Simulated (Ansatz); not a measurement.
bcc Ta, treated with HSE06-D3(BJ) (Ansatz, a program for electronic structure, plane waves, PAW).

Numerical settings: plane-wave cutoff 460 eV, 14×14×14 k mesh, Fermi–Dirac smearing 0.05 eV, scalar-relativistic PAW data made under PBE.

Cell (relaxed at this level):

```cif
data_Ta
_chemical_formula_sum 'Ta1'
_space_group_name_H-M_alt 'P 1'
_space_group_IT_number 1
_cell_length_a 2.81985
_cell_length_b 2.81985
_cell_length_c 2.81985
_cell_angle_alpha 109.471
_cell_angle_beta 109.471
_cell_angle_gamma 109.471
loop_
_space_group_symop_operation_xyz
  'x, y, z'
loop_
_atom_site_label
_atom_site_type_symbol
_atom_site_fract_x
_atom_site_fract_y
_atom_site_fract_z
_atom_site_occupancy
Ta1 Ta 0.00000 0.00000 0.00000 1
```

Q: Estimate the bulk modulus B0 that the calculation returns.

A: 
- bulk modulus B0 = 229 GPa

Measured, for comparison: bulk modulus 198 GPa (corrected for temperature and zero-point phonon effects, our sources range from 194 to 203; as tabulated in Levämäki et al. (2014), arXiv:1402.3671). Computed (rounded) less measured: bulk modulus +16 % (+13 % to +18 % over the range).

Spin–orbit coupling is not included.

The result took very roughly 17 core-minutes.
